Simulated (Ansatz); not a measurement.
# C2H5O2: the cost of one run

Computed with Ansatz 0.2.0 (the levels named in each step, unless a step's input says otherwise).

## 1. Starting point

Bond lengths: O1–C2 1.305 Å, C2–C3 1.599 Å, C3–O4 1.377 Å, C2–H5 1.111 Å, C2–H6 1.111 Å, C3–H7 1.097 Å, C3–H8 1.091 Å, O4–H9 0.968 Å. Angles: O1–C2–C3 110.9°, O1–C2–H5 113.5°, O1–C2–H6 112.8°, C3–C2–H5 105.3°, C3–C2–H6 104.9°, H5–C2–H6 108.8°, C2–C3–O4 110.6°, C2–C3–H7 106.2°, C2–C3–H8 108.7°, O4–C3–H7 112.6°, O4–C3–H8 107.8°, H7–C3–H8 110.9°, C3–O4–H9 108.9°.

Coordinates:

```xyz
9

O     1.2726    0.7482   -0.3711
C     0.8883   -0.2585    0.3645
C    -0.5581   -0.7739   -0.0824
O    -1.5054    0.2064    0.1149
H     1.5532   -1.1451    0.2845
H     0.7772    0.0097    1.4371
H    -0.4669   -1.0656   -1.1357
H    -0.8316   -1.6299    0.5359
H    -1.2705    0.9809   -0.4158
```

## 2. A rough first relaxation, PBE-D4/def2-SVP

This run stands in another session on the same molecule. It ended at:

```xyz
9

O     1.0235    0.9503   -0.2049
C     0.8182   -0.2737    0.3095
C    -0.5982   -0.8164   -0.0643
O    -1.4878    0.2550   -0.0947
H     1.6503   -1.0054    0.1204
H     0.8038   -0.1441    1.4352
H    -0.4929   -1.3194   -1.0617
H    -0.9507   -1.5872    0.6544
H    -0.9075    1.0131   -0.3621
```

## 3. Relaxation, HF/STO-3G

input.yaml reads:

```yaml
crystal:
  periodic: [false, false, false]
  atoms:
    - { symbol: O, position_ang: [1.02354483, 0.95033185, -0.20492151] }
    - { symbol: C, position_ang: [0.81815807, -0.27365968, 0.30952646] }
    - { symbol: C, position_ang: [-0.59820198, -0.81642796, -0.06428746] }
    - { symbol: O, position_ang: [-1.48781646, 0.25496487, -0.09473032] }
    - { symbol: H, position_ang: [1.65034563, -1.00539086, 0.12043186] }
    - { symbol: H, position_ang: [0.80382221, -0.14408263, 1.43520276] }
    - { symbol: H, position_ang: [-0.49286738, -1.31939575, -1.06167098] }
    - { symbol: H, position_ang: [-0.95065017, -1.58719715, 0.65438635] }
    - { symbol: H, position_ang: [-0.90745475, 1.01305731, -0.36206714] }
magnetization:
  spin_polarized: true
  initial_magnetization: 1
basis:
  gaussian: { orbitals: STO-3G }
hamiltonian:
  xc: hf
relax:
  f_tol: 0.002
  max_steps: 150
```

Run with:

```
$ ansatz run input.yaml --threads 2 --pin off --max-ram 5120MiB --backend cpu --events-out ev --progress --plain --runs-dir out
```

Q: Estimate wall time and peak memory on 2 threads of Arm Neoverse V1, shared host.

About 7 s, with a peak of 0.084 GiB.
